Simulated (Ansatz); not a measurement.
## Relative stability

Two relaxed structures of C₂H₄B, doublet (PBE0-D4/def2-TZVP; forces vanish, vibrations not checked).

A:

B1  (0.319, -0.089, 0.773)
C2  (0.335, 0.309, -0.814)
C3  (-0.788, -0.148, -0.434)
H4  (-1.844, -0.305, -0.584)
H5  (1.028, 0.575, -1.596)
H6  (-0.158, 0.492, 1.715)
H7  (1.252, -0.814, 1.010)
(Å)

B:

| atom | x (Å) | y (Å) | z (Å) |
| --- | --- | --- | --- |
| B1 | -0.8973 | -0.1852 | -0.3824 |
| C2 | 0.3568 | 0.4360 | -0.7308 |
| C3 | 0.3210 | -0.0939 | 0.6324 |
| H4 | -2.0315 | -0.4861 | -0.5207 |
| H5 | 1.1671 | 0.6039 | -1.4235 |
| H6 | 0.0165 | 0.5476 | 1.4721 |
| H7 | 1.0675 | -0.8223 | 0.9529 |

Ansatz 0.2.0; basis: def2-TZVPP; cores frozen in the correlated methods; orbitals are unrestricted. B3LYP uses VWN-RPA correlation.

(1) Which structure is lower at CCSD(T), and by how much? (Judge from chemistry; the value comes from the calculation.)

No T1 diagnostic of these runs exceeds 0.026. ⟨S²⟩ of the unrestricted Hartree–Fock references: 0.77 (a pure state has 0.75).

Answers

(1) By the calculation: B, by 38.4 kJ/mol (electronic energy, against the other). By their contacts, A is C₂H₄B ([BH2]1[CH][CH]1) and B is C₂H₄B ([BH]1[CH][CH2]1).

All methods give the same order:

```
   method  E(B) − E(A) (kJ/mol)
   PBE-D4                 -35.8
r2SCAN-D4                 -41.9
  PBE0-D4                 -45.4
 B3LYP-D4                 -38.8
  wB97M-V                 -42.1
       HF                 -67.1
      MP2                 -33.4
     CCSD                 -44.3
  CCSD(T)                 -38.4
```

Labels in which every atom is bracketed show which atoms are joined, not bond orders.

For scale, one of the runs: CCSD(T)/def2-TZVPP, 149 basis functions, launched by `ansatz run in.yaml --threads 2 --pin off --events-out ev --progress --plain --max-ram 4352MiB`. Hardware: 2 CPU threads of an Arm Neoverse V2, shared host. Wall time 34 s; peak host memory 2.3 GiB.
